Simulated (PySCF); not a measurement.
# How far are cheaper levels from CCSD(T)/CBS for BP⁺?

PySCF; the state is a quartet (σ ↑, π ↑↑). The composite is CCSD(T) extrapolated to the basis-set limit from two correlation-consistent sets, with core-valence (CV) and scalar-relativistic (SR) terms as its label shows; it has no spin–orbit coupling and nothing beyond (T). Here it is CCSD(T)/CBS(TQ)+CV+SR. It gives Re = 1.854 Å, ωe = 731 cm⁻¹ and De = 2.25 eV to B⁺ + P.

| level | basis | relativity | Re (Å) | ωe (cm⁻¹) | De (eV) |
| --- | --- | --- | --- | --- | --- |
| UHF-SCS-MP2 | def2-TZVPPD | no relativity | 1.851 | 754 | 2.07 |
| UHF-CCSD | def2-TZVPPD | no relativity | 1.863 | 708 | 1.94 |
| LDA | aug-pcseg-1 | no relativity | 1.864 | 761 | 3.46 |
| PBE | aug-pcseg-1 | no relativity | 1.878 | 738 | 3.09 |
| revPBE | jorge-DZP-DKH | spin-free X2C | 1.891 | 722 | 2.97 |
| PW91 | def2-TZVPPD | no relativity | 1.864 | 749 | 3.29 |
| PBE0 | aug-pcseg-1 | no relativity | 1.855 | 770 | 2.82 |
| M06-2X | aug-pcseg-1 | no relativity | 1.841 | 792 | 2.58 |
| CAM-B3LYP | jorge-DZP-DKH | spin-free X2C | 1.858 | 756 | 2.69 |
| ωB97M-V | def2-TZVPPD | no relativity | 1.839 | 785 | 2.59 |

Question: Give the difference of each row from the composite.

Answer: 

```
      level          basis  ΔRe (pm)  Δωe (%)  ΔDe (eV)
UHF-SCS-MP2    def2-TZVPPD      -0.3     +3.1     -0.18
   UHF-CCSD    def2-TZVPPD      +0.9     -3.1     -0.31
        LDA    aug-pcseg-1      +1.0     +4.1     +1.21
        PBE    aug-pcseg-1      +2.4     +1.0     +0.84
     revPBE  jorge-DZP-DKH      +3.7     -1.2     +0.72
       PW91    def2-TZVPPD      +1.0     +2.5     +1.04
       PBE0    aug-pcseg-1      +0.1     +5.3     +0.57
     M06-2X    aug-pcseg-1      -1.3     +8.3     +0.33
  CAM-B3LYP  jorge-DZP-DKH      +0.4     +3.4     +0.44
    ωB97M-V    def2-TZVPPD      -1.5     +7.4     +0.34
```

Question: Which rows come closest in De?

Answer: UHF-SCS-MP2 in def2-TZVPPD (-0.18 eV), counted from the composite.

Correlated steps freeze 6 core orbitals. For an ion De counts to the pair picked by the measured ionisation energies or electron affinities, which need not be the lowest pair at this level. The state is the lowest determinant that a PBE0 search found; another state may lie lower at other levels.
